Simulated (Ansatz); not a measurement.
Two structures of Si2H6S, singlet, reached by relaxing down either side of one saddle point (PBE0-D4/def2-TZVP). Energies are electronic, without zero-point energy. Ansatz 0.2.0; basis: def2-TZVPP and def2-QZVPP; cores frozen in the correlated methods. Extrapolation: Hartree–Fock as exp(−7.88 √X), correlation as X^−2.97. First:

```tsv
atom	x (Å)	y (Å)	z (Å)
Si1	-0.4003	-0.7168	0.2356
S2	1.5232	-1.6476	0.3988
H3	-1.2493	-1.4261	-0.7600
H4	-1.1135	-0.7435	1.5416
Si5	-0.0113	1.4872	-0.4408
H6	1.0510	-2.8451	0.7857
H7	0.8223	2.1923	0.5679
H8	-1.3122	2.1960	-0.5774
H9	0.6902	1.5035	-1.7514
```

Second:

Si1  (-1.382, -0.515, 0.428)
S2  (0.711, -1.653, 0.510)
H3  (1.166, -1.483, -0.745)
H4  (-1.065, -0.103, 1.861)
Si5  (-0.150, 1.339, -0.410)
H6  (0.380, -2.938, 0.265)
H7  (1.173, 1.622, 0.230)
H8  (-0.977, 2.572, -0.274)
H9  (0.145, 1.159, -1.865)
(Å)

(1) Which bonds change from the first to the second?

(2) Give the saddle point's structure and its height above each. (Judge from chemistry; the value comes from the calculation.)

The T1 diagnostic stays at or below 0.017. The restricted Hartree–Fock reference is unstable towards an unrestricted one at one or more of these structures.

Results:

(1) Si₂H₆S ([SiH3][SiH2][SH]) → Si₂H₄ ([SiH][SiH3]) + H₂S (still joined by a long Si–S bond); bonds formed: S2–H3; bonds broken: Si1–H3; bonds weakened to dative contacts: Si1–S2.

(2) By the calculation: 62.67 kcal/mol above the first and 12.83 kcal/mol above the second (CCSD(T) at an estimated basis limit (MP2 extrapolated from triple and quadruple zeta, plus CCSD(T) − MP2 in triple zeta)).
```
9
angstrom
Si -1.0777 -0.5824 0.1252
S 1.1867 -1.6644 -0.0699
H -0.2307 -1.8894 -0.6286
H -1.0558 -0.6299 1.6297
Si -0.0926 1.4935 -0.3769
H 0.9168 -2.5808 0.8746
H 0.9125 1.9259 0.6327
H -1.1446 2.5428 -0.4877
H 0.5854 1.3847 -1.6991
```

Losses and insertions of silylenes and their heavier kin drive the gas-phase chemistry of silicon and germanium vapour deposition.

Labels in which every atom is bracketed show which atoms are joined, not bond orders.

For scale, one of the runs: CCSD(T)/def2-TZVPP, 210 basis functions, launched by `ansatz run in.yaml --threads 2 --pin off --events-out ev --progress --plain --max-ram 4352MiB`. Time: 43 s of wall clock on 2 CPU threads of an Arm Neoverse V2; the host was shared. Peak host memory: 2.5 GiB.
